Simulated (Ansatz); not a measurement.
System: fcc Au. Method: revPBE (PAW; Ansatz, a first-principles code).

Settings: plane-wave cutoff 520 eV, 24×24×24 k mesh, Fermi–Dirac smearing 0.05 eV, scalar-relativistic PAW data made under PBE.

Computed points:

```tsv
V (Å³/atom)	E − E_lowest (meV/atom)	P (GPa)
17.213	31.88	9.72
17.579	13.89	6.11
17.945	3.60	2.97
18.312	0.00	0.24
18.678	2.24	-2.14
19.044	9.56	-4.22
19.410	21.31	-6.02
```

**Question.** Fit the third-order Birch–Murnaghan equation and give B0 and B′.

**Answer.** V0 = 18.346 Å³/atom, B0 = 126 GPa, B′ = 5.9 (fit to the energies at full precision).

Measured, for comparison: bulk modulus 182 GPa (0 K value with the zero-point phonon effect removed, our sources range from 175 to 182; as tabulated in Mejia-Rodriguez and Trickey (2018), arXiv:1807.09216); equilibrium volume per atom 16.76 Å³/atom (static lattice: zero-point anharmonic expansion removed; as tabulated in Mejia-Rodriguez and Trickey (2018), arXiv:1807.09216). Computed (rounded) less measured: bulk modulus -31 % (-28 % to -31 % over the range), equilibrium volume per atom +9.5 %.

Spin–orbit coupling is not included; it can shift volumes and moduli of such heavy elements.

Computed values are for the static lattice.

It cost very roughly 70 core-seconds of CPU time.
